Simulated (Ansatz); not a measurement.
Geometry optimisation, RKS BHLYP-D4/def2-SVP in Ansatz 0.2.0.

The input (input.yaml):

```yaml
crystal:
  periodic: [false, false, false]
  atoms:
    - { symbol: B, position_ang: [0.0438, 0.451637, -0.413835] }
    - { symbol: O, position_ang: [-0.04145, -0.163499, 2.109619] }
    - { symbol: H, position_ang: [-0.961648, -0.324761, 2.314576] }
    - { symbol: H, position_ang: [1.088767, -0.074323, -0.616218] }
    - { symbol: H, position_ang: [-1.025188, -0.021892, -0.632929] }
    - { symbol: Cl, position_ang: [0.074633, 2.214127, 0.055957] }
    - { symbol: H, position_ang: [0.061286, 0.80341, 2.207331] }
basis:
  gaussian: { orbitals: def2-SVP }
hamiltonian:
  xc: { name: BHLYP }
  dispersion: d4
relax:
  f_tol: 0.03
  max_steps: 50
```

Command:

```bash
$ ansatz run input.yaml --threads 1 --pin off --max-ram 2048MiB --backend cpu --events-out ev --progress --plain --runs-dir out
```

Question: Where does it end, and by what steps?

Answer: The run converged. The force dipped under the threshold on the way, but the program's further checks kept it going. After 11 steps the energy has fallen by 0.474 eV; H3 moved furthest, 0.65 Å. Joined: B1–O2 (2.60 → 1.65 Å).

```csv
step,energy less start (eV),largest force component (eV/Å),accepted
0,0.0000,1.060,yes
1,-0.0753,1.837,yes
2,-0.2573,1.583,yes
3,-0.4119,0.997,yes
4,-0.4426,0.203,yes
5,-0.4527,0.241,yes
6,-0.4576,0.215,yes
7,-0.4656,0.292,yes
8,-0.4728,0.092,yes
9,-0.4738,0.023,yes
10,-0.4739,0.081,yes
11,-0.4740,0.026,yes
```

```xyz
7
Properties=species:S:1:pos:R:3
B -0.016 0.360 0.024
O -0.159 -0.082 1.609
H -1.021 0.200 1.930
H 1.098 0.012 -0.253
H -0.939 -0.204 -0.494
Cl -0.217 2.194 0.087
H 0.494 0.405 2.122
```

Whether the end is a true minimum wasn't checked by a vibrational analysis.

Time of the run: 21 s on 1 thread of Arm Neoverse V2, on a shared host, peak memory 0.13 GiB.
